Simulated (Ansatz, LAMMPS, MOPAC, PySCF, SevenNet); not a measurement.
**Ladder of methods for the equilibrium lattice constant a of 3C-SiC**

Reference value: 4.346 Å (measured, static lattice: zero-point anharmonic expansion removed, our sources range from 4.341 to 4.348; as tabulated in Mejia-Rodriguez and Trickey (2018), arXiv:1807.09216).

What do Tersoff SiC_1990.tersoff, MNDO semi-empirical Hartree-Fock (MOPAC), SevenNet-l3i5, LDA, PBE, PBE-D4, r²SCAN, r²SCAN+rVV10, B3LYP (VWN-RPA form), HSE06, Hartree–Fock, MP2 give, and how far is each from the reference?


| level (code) | value (Å) | error (%) |
|---|---|---|
| Tersoff SiC_1990.tersoff (LAMMPS) | 4.307 | -0.90 |
| MNDO semi-empirical Hartree-Fock (MOPAC) | 4.195 | -3.47 |
| SevenNet-l3i5 | 4.380 | +0.78 |
| LDA (Ansatz) | 4.329 | -0.39 |
| PBE (Ansatz) | 4.380 | +0.78 |
| PBE-D4 (Ansatz) | 4.352 | +0.14 |
| r²SCAN (Ansatz) | 4.356 | +0.23 |
| r²SCAN+rVV10 (Ansatz) | 4.352 | +0.14 |
| B3LYP (VWN-RPA form) (Ansatz) | 4.375 | +0.67 |
| HSE06 (Ansatz) | 4.349 | +0.07 |
| Hartree–Fock (Ansatz) | 4.366 | +0.46 |
| MP2 (PySCF) | 4.347 ± 0.02 | +0.02 |

Once the reference is moved by up to 0.12 % (a margin picked here for doubts on the reference and the settings) and values within 0.10 % count as equal, the nearest can be MP2 (+0.02 %), HSE06 (+0.07 %), PBE-D4 (+0.14 %), r²SCAN+rVV10 (+0.14 %) or r²SCAN (+0.23 %). Among them MNDO semi-empirical Hartree-Fock (MOPAC) (-3.47 %) misses by most. Within 2 %: Tersoff SiC_1990.tersoff, SevenNet-l3i5, LDA, PBE, PBE-D4, r²SCAN, r²SCAN+rVV10, B3LYP (VWN-RPA form), HSE06, Hartree–Fock, MP2.

A ± on a computed value is a rough bar: the spread of its extrapolation, a floor set from checks against published values, or a statistical error. MNDO semi-empirical Hartree-Fock (MOPAC): the method was fitted mainly to molecules. MNDO semi-empirical Hartree-Fock (MOPAC): the run uses a supercell at the zone centre in place of a k mesh. Cutoffs and k meshes differ between the levels. Ansatz's density-functional and Hartree–Fock values are scalar-relativistic unless marked +SOC, with PAW data made under PBE.

Empirical potentials (Tersoff SiC_1990.tersoff) are fitted to chosen data: where that held the value shown, agreement is built in, and what lay outside the fit can be far off. Machine-learned potentials (SevenNet-l3i5) are trained on DFT data: a solid inside that data is no test of them.

Differences are worked out from the printed values.

Ansatz is a program for electronic structure.
